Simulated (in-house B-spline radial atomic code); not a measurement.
Values are calculated unless marked as measured or tabulated.
S ion on N atom: potential, deflection and energy transfer

The pair potential comes from two frozen, spherical free-atom densities (PBE, B-spline radial code, scalar-relativistic past argon): electrostatics plus the change in Thomas-Fermi kinetic and Dirac exchange energy where they overlap, the recipe behind the universal ZBL potential, which averages such potentials (from solid-state densities) over many pairs. It is written V = (Z1 Z2 e²/r) φ(r/a), with e² = 14.3996 eV·Å and a = 0.46850 Å/(Z1^0.23 + Z2^0.23); ZBL's fit is φ = 0.18175 e^(−3.1998x) + 0.50986 e^(−0.94229x) + 0.28022 e^(−0.4029x) + 0.02817 e^(−0.20162x). Where φ falls below 4e-4 it is continued as an exponential.

Masses 32.06 and 14.01 u.

```csv
x = r/a,"φ, this pair","φ, ZBL"
0.1,0.9027,0.8928
0.25,0.7843,0.7647
0.5,0.6414,0.6096
1,0.45,0.4164
1.5,0.3301,0.2995
2,0.2493,0.2218
3,0.1515,0.1292
4,0.09881,0.08026
5,0.0656,0.05224
6.5,0.03493,0.02914
8,0.01906,0.01705
10,0.009459,0.008778
12,0.005074,0.00474
14.5,0.002304,0.002328
17,0.0009617,0.001212
```

**Question.** At x = 2 the electrostatic, kinetic and exchange parts are 866.51, 676.83 and -60.12 eV. Find r, V and φ.

**Answer.** a = 0.46850/(1.8921 + 1.5645) = 0.13554 Å, so r = 0.27108 Å. V = 866.51 + 676.83 + (-60.12) = 1483.22 eV. The bare repulsion is 16 × 7 × 14.3996/0.27108 = 5949.5 eV, so φ = 0.2493, +12.4 % against ZBL's 0.2218. The kinetic (Pauli) term is 46 % of V here.

**Question.** The ion comes in at 0.3913 keV with impact parameter 0.0678 Å. The scattering integral gives a centre-of-mass angle of 165.8° and a closest approach of 5.46 a. What are the reduced energy, the energy passed on and the laboratory angles?

**Answer.** ε = E a M2/(Z1 Z2 e² (M1 + M2)) = 391.3 × 2.5557e-05 = 0.01. The most that one collision can pass on is γE with γ = 4 M1 M2/(M1 + M2)² = 0.8465. Here T = γE sin²(θ/2) = 0.8465 × 391.3 × 0.9847 = 326.2 eV. The ion turns by arctan(sin θ/(cos θ + M1/M2)) = 10.5°, and the struck atom leaves at (180° − θ)/2 = 7.1°. The closest approach is 0.740 Å. With ZBL the angle would be 164.45° and T = 325.2 eV.
